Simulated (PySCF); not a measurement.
# [HSO2]− (SMILES O=[SH][O-]) at B2PLYP/STO-3G

Aim: the vertical singlet–triplet gap of [HSO2]− at B2PLYP/STO-3G, from 2 runs. Input form: a Python script.

The calculation is run with PySCF 2.14.0.

8 further runs of the same task are left out: 8 set aside as unsound or not needed.

## (1) The system as given

[HSO2]−: 4 atoms, total charge -1, spin state singlet. As SMILES, `O=[SH][O-]`. Geometry: relaxed at GFN2-xTB.

Bond lengths: O1–S2 1.485 Å, S2–O3 1.486 Å, S2–H4 1.617 Å. Angles: O1–S2–O3 112.7°, O1–S2–H4 101.0°, O3–S2–H4 101.0°.

## (2) A single-point energy at B2PLYP/STO-3G

calc.py reads:

```python
from pyscf import gto, dft, mp

mol = gto.M(
    atom='O -1.198220 0.078790 0.730410; S -0.199070 -0.294820 -0.302710; O 1.007500 -0.941190 0.274450; H 0.389790 1.157220 -0.702150',
    verbose=3,
    basis='sto-3g',
    max_memory=1860,
    charge=-1,
)

mf = dft.RKS(mol, xc='0.53*HF + 0.47*B88, 0.73*LYP')
mf.grids.level = 5
mf.conv_tol = 1e-10
mf.kernel()
if not mf.converged:
    mf = mf.newton().run(mf.mo_coeff, mf.mo_occ)

pt = mp.MP2(mf, frozen=7).run()
e_tot = mf.e_tot + 0.27 * pt.e_corr
print('PT2 part  %.8f' % (0.27 * pt.e_corr))
print('E(%s) = %.9f' % ('B2PLYP', e_tot))
```

Launch:

```sh
$ OMP_NUM_THREADS=1 python calc.py
```

The program printed:

```text
converged SCF energy = -541.904179709017
E(RMP2) = -542.077351609157  E_corr = -0.173171900139755
E(SCS-RMP2) = -542.079062218988  E_corr = -0.174882509971043
PT2 part  -0.04675641
E(B2PLYP) = -541.950936122
```

It took 2.4 s on 1 thread of Arm Neoverse V2, shared host; peak memory 0.2 GiB.

## (3) The triplet, same level

run.py reads:

```python
from pyscf import gto, dft, mp

molecule = gto.M(
    atom='O -1.198220 0.078790 0.730410; S -0.199070 -0.294820 -0.302710; O 1.007500 -0.941190 0.274450; H 0.389790 1.157220 -0.702150',
    verbose=3,
    spin=2,
    max_memory=1860,
    charge=-1,
    basis='sto-3g',
)

mf = dft.UKS(molecule)
mf.xc = '0.53*HF + 0.47*B88, 0.73*LYP'
mf.conv_tol = 1e-10
mf.grids.level = 5
mf.kernel()
if not mf.converged:
    mf = mf.newton().run(mf.mo_coeff, mf.mo_occ)

pt = mp.MP2(mf, frozen=7).run()
e_final = mf.e_tot + 0.27 * pt.e_corr
print('PT2 part  %.8f' % (0.27 * pt.e_corr))
print(f'total energy: {e_final:.8f} hartree')
```

Launch:

```sh
$ OMP_NUM_THREADS=1 python run.py
```

The program printed:

```text
WARN: HOMO 0.10858079314845 >= LUMO -0.223006761689129

converged SCF energy = -541.792491322883  <S^2> = 2.0098086  2S+1 = 3.006532
E(UMP2) = -541.932201861135  E_corr = -0.13971053825247
E(SCS-UMP2) = -541.921926954375  E_corr = -0.129435631492133
PT2 part  -0.03772185
total energy: -541.83021317 hartree
```

Wall time 4.2 s (1 thread of Arm Neoverse V2, shared host); peak memory 0.21 GiB.

## (4) What came out

Level: B2PLYP/STO-3G, 7 core orbitals frozen.

```
                                                         quantity          value
                                            singlet: total energy  -541.95094 Eh
                       singlet: HOMO energy (SCF part's orbitals)        5.44 eV
                       singlet: LUMO energy (SCF part's orbitals)       14.45 eV
   singlet: HOMO–LUMO gap (to an unbound level, set by the basis)        9.01 eV
                                            triplet: total energy  -541.83021 Eh
triplet: HOMO energy (SCF part's orbitals) (highest over α and β)        8.76 eV
 triplet: LUMO energy (SCF part's orbitals) (lowest over α and β)       11.54 eV
                                                    triplet: ⟨S²⟩          2.010
                 vertical energy of the triplet above the singlet       3.285 eV
```

What this shows: At this shape the triplet lies 3.29 eV (317 kJ/mol) above the singlet. In a minimal basis such a difference can be off by several eV, whatever the method. Mulliken charges (singlet) run from -0.65 on O1 to +0.62 on S2; they depend strongly on the basis. The HOMO (singlet) lies at positive energy, 5.44 eV; only total energies tell whether the electron is bound. Mulliken charges (triplet) run from -0.58 on O1 to +0.45 on S2. The HOMO (triplet) lies at positive energy, 8.76 eV; only total energies tell whether the electron is bound.
